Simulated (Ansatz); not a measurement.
# CH4NSi radical (SMILES [CH]=N[SiH3]): single points off equilibrium

Aim: energy, forces and dipole at a structure displaced at random from a GFN2-xTB minimum, from CCSD(T) and from density functionals.

The runs use Ansatz 0.2.0, Gaussian basis; single points in def2-TZVPP.

Cores are frozen in the correlated methods. Orbitals are unrestricted.

### 1 Starting geometry

SMILES `[CH]=N[SiH3]`, 7 atoms, charge 0, spin multiplicity 2.

Atoms are counted from 1 here; the program's logs count them from 0.

Bond lengths: C1–N2 1.186 Å, C1–H4 1.085 Å, N2–Si3 1.723 Å, Si3–H5 1.430 Å, Si3–H6 1.705 Å, Si3–H7 1.373 Å. Angles: N2–C1–H4 145.9°, C1–N2–Si3 149.8°, N2–Si3–H5 104.8°, N2–Si3–H6 112.9°, N2–Si3–H7 102.6°, H5–Si3–H6 104.0°, H5–Si3–H7 128.8°, H6–Si3–H7 103.9°.

Coordinates:

```xyz
7
CH4NSi
C    -0.9225   -1.6370    0.2168
N     0.0050   -0.9443   -0.0399
Si    0.6948    0.6285   -0.1840
H    -1.8894   -1.6988    0.7054
H     0.7381    0.8802   -1.5907
H    -0.3197    1.8568    0.4241
H     1.7325    0.5836    0.7143
```

### 2 CCSD(T)/def2-TZVPP

Input file run/in.yaml:

```yaml
crystal:
  periodic: [false, false, false]
  atoms:
    - {symbol: C, position_ang: [-0.922500, -1.637000, 0.216800]}
    - {symbol: N, position_ang: [0.005000, -0.944300, -0.039900]}
    - {symbol: Si, position_ang: [0.694800, 0.628500, -0.184000]}
    - {symbol: H, position_ang: [-1.889400, -1.698800, 0.705400]}
    - {symbol: H, position_ang: [0.738100, 0.880200, -1.590700]}
    - {symbol: H, position_ang: [-0.319700, 1.856800, 0.424100]}
    - {symbol: H, position_ang: [1.732500, 0.583600, 0.714300]}
basis:
  gaussian: {orbitals: def2-TZVPP}
magnetization: {spin_polarized: true, initial_magnetization: 1}
correlation: {method: ccsd_t}
scf: {omitted_lower_state_checks: [cluster_reference]}
output: {forces: true}
```

No record of the launch command was kept for these runs.

### 3 PBE0-D4/def2-TZVPP

Changes to run/in.yaml since step 2:

```diff
@@ -13,4 +13,3 @@
 magnetization: {spin_polarized: true, initial_magnetization: 1}
-correlation: {method: ccsd_t}
-scf: {omitted_lower_state_checks: [cluster_reference]}
-output: {forces: true}
+hamiltonian: {xc: pbe0, dispersion: d4}
+output: {forces: true, orbitals: {seedname: orbitals}}
```

### 4 wB97M-V/def2-TZVPP

Changes to run/in.yaml since step 3:

```diff
@@ -13,3 +13,3 @@
 magnetization: {spin_polarized: true, initial_magnetization: 1}
-hamiltonian: {xc: pbe0, dispersion: d4}
-output: {forces: true, orbitals: {seedname: orbitals}}
+hamiltonian: {xc: {name: wB97M-V}}
+output: {forces: true}
```

### 5 r2SCAN-D4/def2-TZVPP

Changes to run/in.yaml since step 4:

```diff
@@ -13,3 +13,3 @@
 magnetization: {spin_polarized: true, initial_magnetization: 1}
-hamiltonian: {xc: {name: wB97M-V}}
+hamiltonian: {xc: r2scan, dispersion: d4}
 output: {forces: true}
```

### 6 PBE-D4/def2-TZVPP

Changes to run/in.yaml since step 5:

```diff
@@ -13,3 +13,3 @@
 magnetization: {spin_polarized: true, initial_magnetization: 1}
-hamiltonian: {xc: r2scan, dispersion: d4}
+hamiltonian: {xc: pbe, dispersion: d4}
 output: {forces: true}
```

### 7 r2SCAN0-D4/def2-TZVPP

Changes to run/in.yaml since step 6:

```diff
@@ -13,3 +13,3 @@
 magnetization: {spin_polarized: true, initial_magnetization: 1}
-hamiltonian: {xc: pbe, dispersion: d4}
+hamiltonian: {xc: {name: r2SCAN0}, dispersion: d4}
 output: {forces: true}
```

### 8 LC-wPBE/def2-TZVPP

Changes to run/in.yaml since step 7:

```diff
@@ -13,3 +13,3 @@
 magnetization: {spin_polarized: true, initial_magnetization: 1}
-hamiltonian: {xc: {name: r2SCAN0}, dispersion: d4}
+hamiltonian: {xc: {name: LC-wPBE}}
 output: {forces: true}
```

(Steps that only read results are left out.)

**Question.** What will these runs give? Wanted: energy less free atoms, CCSD(T)/def2-TZVPP; RMS force component; RMS force error; HOMO and LUMO, PBE0-D4; T1 diagnostic.

As calculated:

```
                                  quantity                                                                                              value
energy less free atoms, CCSD(T)/def2-TZVPP                                                                                     -2175.1 kJ/mol
                       RMS force component                                                               1.435 to 1.631 eV/Å over the methods
                           RMS force error  PBE0-D4 0.335, wB97M-V 0.316, r2SCAN-D4 0.260, PBE-D4 0.226, r2SCAN0-D4 0.384, LC-wPBE 0.354 eV/Å
                    HOMO and LUMO, PBE0-D4                                                                                 -4.68 and -0.96 eV
                             T1 diagnostic                                                                                              0.021
```

Against CCSD(T) the functionals' energies less atoms differ by -135.7 to -41.5 kJ/mol, PBE-D4 by -135.7 kJ/mol. A larger basis would deepen the CCSD(T) value, while the functionals are nearly converged already, so the order here is not reliable. The forces of PBE-D4 come nearest to CCSD(T), those of r2SCAN0-D4 are farthest. Frozen-core CCSD(T) forces in triple zeta carry basis errors of their own, and this is one geometry, so small gaps rank nothing.
